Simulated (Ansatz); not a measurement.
# C2H3NO: the cost of one run

Program: the Python package of Ansatz 0.2.0. Level of theory: r2SCAN0/cc-pVDZ. These are calculated values, not measurements.

### Step 1. Starting point

Bond lengths: N1–C2 1.232 Å, C2–C3 1.488 Å, C3–O4 1.189 Å, N1–H5 1.043 Å, C2–H6 1.108 Å, C3–H7 1.151 Å. Angles: N1–C2–C3 119.3°, N1–C2–H6 123.4°, C3–C2–H6 117.4°, C2–N1–H5 113.3°, C2–C3–O4 124.0°, C2–C3–H7 113.9°, O4–C3–H7 121.7°.

No structure file is read: the coordinates are typed or built in the script.

### Step 2. The code

Contents of torsion_c2h3no.py:

```python
"""Energy of C2H3NO as one group turns about a bond."""

import logging
import sys

import ansatz as az
from ase import Atoms

logging.basicConfig(stream=sys.stdout, format="%(name)s: %(message)s")
logger = logging.getLogger("run")
logger.setLevel(logging.INFO)


def main() -> None:
    atoms = Atoms(["N", "C", "C", "O", "H", "H", "H"], positions=[
        [-0.9578, 1.0452, -0.3912],
        [-0.148, 0.5463, 0.3912],
        [0.5025, -0.7449, 0.0398],
        [0.3515, -1.3038, -0.9987],
        [-1.1022, 0.4763, -1.2534],
        [0.1396, 1.0166, 1.3526],
        [1.2756, -1.1037, 0.814],
    ])

    # relax first, so that the scan starts from a minimum
    first = (
        az.Crystal.molecule_from_ase(atoms).calculation()
        .basis(gaussian="cc-pVDZ")  # the orbital basis, by name
        .functional("r2scan0")
        .relax(force_tolerance=0.02, max_steps=80)
    )
    atoms.positions = first.run(threads=1).report["positions_ang"]

    start = atoms.get_dihedral(0, 1, 2, 3)
    energies = {}
    for turn in range(0, 360, 30):
        turned = atoms.copy()
        turned.set_dihedral(0, 1, 2, 3, start + turn, indices=[2, 3, 6])
        calculation = az.Crystal.molecule_from_ase(turned).calculation()
        calculation = calculation.basis(gaussian="cc-pVDZ").functional("r2scan0")
        energies[round((start + turn) % 360)] = calculation.run(threads=1).report["free_energy_ev"]
    floor = min(energies.values())
    logger.info("dihedral N0-C1-C2-O3 (deg)   E - E(min) (kcal/mol)")
    for angle, e in sorted(energies.items()):
        logger.info(f"{angle:8d} {23.060548 * (e - floor):14.3f}  " + "#" * int(30 * (e - floor) / max(max(energies.values()) - floor, 1e-9)))


if __name__ == "__main__":
    main()
```

### Step 3. What the engine is handed

The package turns the script's settings into the engine's input (first run):

```yaml
crystal:
  periodic: [false, false, false]
  atoms:
    - { symbol: "N", position_ang: [-0.9578, 1.0452, -0.3912] }
    - { symbol: C, position_ang: [-0.148, 0.5463, 0.3912] }
    - { symbol: C, position_ang: [0.5025, -0.7449, 0.0398] }
    - { symbol: O, position_ang: [0.3515, -1.3038, -0.9987] }
    - { symbol: H, position_ang: [-1.1022, 0.4763, -1.2534] }
    - { symbol: H, position_ang: [0.1396, 1.0166, 1.3526] }
    - { symbol: H, position_ang: [1.2756, -1.1037, 0.814] }
basis:
  gaussian:
    orbitals: cc-pVDZ
hamiltonian:
  xc: r2scan0
relax:
  f_tol: 0.02
  max_steps: 80
```

### Step 4. Running it

Run with:

```sh
> python torsion_c2h3no.py
```

What time and memory should one allow on 1 thread of Arm Neoverse V1, shared host?

About 56 s, with a peak of 0.23 GiB.
